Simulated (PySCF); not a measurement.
# BH5F−, an ion with solvent molecules: interaction energy

The task here is to estimate one member of a computed series from the others.

Computed with PySCF 2.14.0; each step states its level. No surroundings beyond the atoms listed, unless a continuum is named. Atoms count from 0, parts from 1.

## Starting point

7 atoms, charge -1, multiplicity 1; geometry: GFN2-xTB. Parts: 1 = atoms 0–4, `[BH4-]`, charge -1; 2 = atoms 5–6, `F`, charge 0.

Set-up of the first run:

The job: settings as JSON, then the geometry in Å.

```
{"job": {"xc": "PBE0", "basis": "def2-SVPD", "d3": "d3bj", "grid": 2, "kind": "geom", "shake": 0.01}, "charge": -1, "multiplicity": 1, "parts": [{"atoms": "0-4", "charge": -1, "multiplicity": 1}, {"atoms": "5-6", "charge": 0, "multiplicity": 1}]}
B      0.104882    -0.016483     0.056794
H     -0.487446     1.010221     0.442012
H      0.958586     0.327133    -0.737866
H     -0.661434    -0.710066    -0.546586
H      0.509021    -0.623070     1.014056
F      2.961774     0.129185     0.925367
H      2.047734     0.051722     0.636885
```

Run with:

```console
$ OMP_NUM_THREADS=1 python cluster_run.py task.json out
```

One launch serves the whole session: the jobs run in the order shown.

Steps of the session up to this table: Geometry optimisation at PBE0-D3(BJ)/def2-SVPD; Coupled-cluster interaction energy: CCSD(T) and MP2.

One of the session's tables, all rows but one given; the rest of the session is left out.

It belongs to the step «Coupled-cluster interaction energy: CCSD(T) and MP2». 

| method | interaction energy (kcal/mol) |
| --- | --- |
| HF/aug-cc-pVDZ | -17.40 |
| MP2/aug-cc-pVDZ | -19.32 |
| CCSD/aug-cc-pVDZ | -18.69 |
| CCSD(T)/aug-cc-pVDZ | -19.04 |
| HF/aug-cc-pVTZ | -17.31 |
| MP2/aug-cc-pVTZ | -20.17 |
| SCS-MP2/aug-cc-pVTZ | -19.11 |
| MP2, extrapolated | -20.56 |
| CCSD(T), limit estimate | ? |

**Question.** Estimate the row for CCSD(T), limit estimate.

As computed: interaction energy (kcal/mol): -20.29. In the column «interaction energy (kcal/mol)» it lies between MP2, extrapolated (-20.56) and MP2/aug-cc-pVTZ (-20.17).

To keep in mind: The interaction energy leaves out the deformation of the parts, 1.15 kcal/mol (MP2); added to the CCSD(T) estimate it gives a binding of about -19.14 kcal/mol.
